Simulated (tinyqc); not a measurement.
Worked calculation: RHF in the sto-3g basis, for CH3-, spin multiplicity 1. The basis has no diffuse functions, so it cannot describe the extra electron: this is an exercise in the method, not the real anion. One step of it, computed by the program tinyqc.

Question. Iteration 1: diagonalisation and new density. Diagonalise F' = X^T F X, C = X C', fill 5 alpha and 5 beta electrons from the bottom; D = 2 C_occ C_occ^T. Each column has its largest component positive (the first on a tie).

Fock matrix F (hartree), lower triangle:
```
            1C 1s      1C 2s     1C 2px     1C 2py    1C 2pz      2H 1s      3H 1s      4H 1s
1C 1s   -9.902191
1C 2s   -2.733676  -0.831120
1C 2px  -0.000002   0.000000   0.336701
1C 2py   0.000000   0.000000   0.000000   0.336479
1C 2pz   0.006517   0.034200  -0.000004   0.000000  0.434741
2H 1s   -0.741288  -0.459015  -0.181693   0.000000  0.023915  -0.021252
3H 1s   -0.741888  -0.459212   0.090764  -0.157331  0.023922  -0.173493  -0.021441
4H 1s   -0.741888  -0.459212   0.090764   0.157331  0.023922  -0.173493  -0.173477  -0.021441
```

X, lower triangle:
```
            1C 1s      1C 2s     1C 2px     1C 2py    1C 2pz      2H 1s      3H 1s     4H 1s
1C 1s    1.028558
1C 2s   -0.169341   1.479878
1C 2px  -0.000003  -0.000059   1.208720
1C 2py   0.000000   0.000000   0.000000   1.209041
1C 2pz   0.003461  -0.039478   0.000007   0.000000  1.003421
2H 1s    0.026018  -0.365005  -0.368052   0.000000  0.031724   1.294236
3H 1s    0.026018  -0.365280   0.184017  -0.319030  0.031754  -0.035293   1.294557
4H 1s    0.026018  -0.365280   0.184017   0.319030  0.031754  -0.035293  -0.035358  1.294557
```

Give: F' = X^T F X; orbital energies; coefficients C; D after iteration 1.

Answer.

F' = X^T F X (hartree), lower triangle:
```
        1       2       3       4      5       6       7      8
1  -9.655
2  -1.589   0.331
3   0.000   0.000   0.765
4   0.000   0.000   0.000   0.766
5   0.011  -0.029   0.000   0.000  0.441
6  -0.116  -0.458  -0.553   0.000  0.043   0.518
7  -0.116  -0.458   0.276  -0.479  0.043  -0.086   0.518
8  -0.116  -0.458   0.276   0.479  0.043  -0.086  -0.086  0.518
```

orbital energies (hartree): MO1 -9.912, MO2 -0.296, MO3 0.002, MO4 0.003, MO5 0.436, MO6 1.234, MO7 1.367, MO8 1.368

coefficients C:
```
           MO1     MO2     MO3     MO4     MO5     MO6     MO7     MO8
1C 1s    0.991  -0.203   0.000   0.000  -0.029  -0.256   0.000   0.000
1C 2s    0.043   0.490   0.000   0.000   0.124   1.537  -0.002   0.000
1C 2px   0.000   0.000   0.000   0.466   0.000   0.001   1.203   0.000
1C 2py   0.000   0.000   0.466   0.000   0.000   0.000   0.000   1.204
1C 2pz  -0.002  -0.034   0.000   0.000   0.993  -0.156   0.000   0.000
2H 1s   -0.009   0.297   0.000   0.567  -0.020  -0.739  -0.995   0.000
3H 1s   -0.009   0.297   0.491  -0.284  -0.020  -0.738   0.499  -0.863
4H 1s   -0.009   0.297  -0.491  -0.284  -0.020  -0.738   0.499   0.863
```

D after iteration 1, lower triangle:
```
         1C 1s  1C 2s  1C 2px  1C 2py  1C 2pz   2H 1s   3H 1s  4H 1s
1C 1s    2.046
1C 2s   -0.120  0.515
1C 2px   0.000  0.000   0.434
1C 2py   0.000  0.000   0.000   0.433
1C 2pz  -0.047  0.212   0.000   0.000   1.974
2H 1s   -0.137  0.285   0.528   0.000  -0.060   0.821
3H 1s   -0.137  0.285  -0.264   0.457  -0.060  -0.145   0.821
4H 1s   -0.137  0.285  -0.264  -0.457  -0.060  -0.145  -0.145  0.821
```
